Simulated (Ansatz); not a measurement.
# C₃H₄S: small, medium and large basis sets

The task here is to estimate one member of a computed series from the others.

The runs use Ansatz 0.2.0, Gaussian basis; one geometry, several basis sets.

Levels to be run: PBE0-D4/def2-SVP; ωB97M-V/def2-SVP; PBE0-D4/def2-QZVPP; ωB97M-V/def2-QZVPP; the functionals' def2-TZVPP values are taken from earlier runs.

1 further run of the same task is left out (it didn't finish).

### Structure used throughout

All runs share one geometry, relaxed beforehand with PBE0-D4 in a triple-zeta def2 set.

SMILES `CC#CS`, 8 atoms, charge 0, spin multiplicity 1.

Atoms are counted from 1 here; the program's logs count them from 0.

Bond lengths: C1–C2 1.448 Å, C1–H5 1.093 Å, C1–H6 1.093 Å, C1–H7 1.093 Å, C2–C3 1.206 Å, C3–S4 1.680 Å, S4–H8 1.346 Å. Angles: C2–C1–H5 110.4°, C2–C1–H6 111.7°, C2–C1–H7 110.9°, H5–C1–H6 108.0°, H5–C1–H7 107.6°, H6–C1–H7 108.2°, C1–C2–C3 179.5°, C2–C3–S4 174.9°, C3–S4–H8 97.3°.

Set-up of the first run:

Contents of in.yaml:

```yaml
crystal:
  periodic: [false, false, false]
  atoms:
    - {symbol: C, position_ang: [0.110725, 1.396827, -0.493582]}
    - {symbol: C, position_ang: [0.130102, 0.047778, 0.033047]}
    - {symbol: C, position_ang: [0.139233, -1.077637, 0.465526]}
    - {symbol: S, position_ang: [0.289805, -2.617844, 1.120359]}
    - {symbol: H, position_ang: [1.129089, 1.782470, -0.589422]}
    - {symbol: H, position_ang: [-0.447360, 2.075735, 0.156276]}
    - {symbol: H, position_ang: [-0.346274, 1.421415, -1.486221]}
    - {symbol: H, position_ang: [-0.913121, -3.085744, 0.738218]}
basis:
  gaussian: {orbitals: def2-SVP}
hamiltonian: {xc: pbe0, dispersion: d4}
output: {orbitals: {seedname: orbitals}}
```

Steps of the session up to this table: PBE0-D4 in def2-SVP; ωB97M-V in def2-SVP; PBE0-D4 in def2-QZVPP; ωB97M-V in def2-QZVPP.

One table of the session follows, with a row left open; its other results are not shown here.

It belongs to the step «Density functionals: the series». 

| functional | basis | HOMO (eV) | LUMO (eV) |
| --- | --- | --- | --- |
| PBE0-D4 | def2-SVP | -6.38 | 0.35 |
| PBE0-D4 | def2-TZVPP | -6.49 | 0.03 |
| PBE0-D4 | def2-QZVPP | -6.51 | -0.09 |
| ωB97M-V | def2-SVP | ? | ? |
| ωB97M-V | def2-TZVPP | -8.59 | 2.02 |
| ωB97M-V | def2-QZVPP | -8.62 | 1.58 |

Q: Estimate the row for ωB97M-V, def2-SVP from the others.

As computed: HOMO (eV): -8.47; LUMO (eV): 2.45. In the column «HOMO (eV)» it lies between ωB97M-V, def2-TZVPP (-8.59) and PBE0-D4, def2-QZVPP (-6.51).
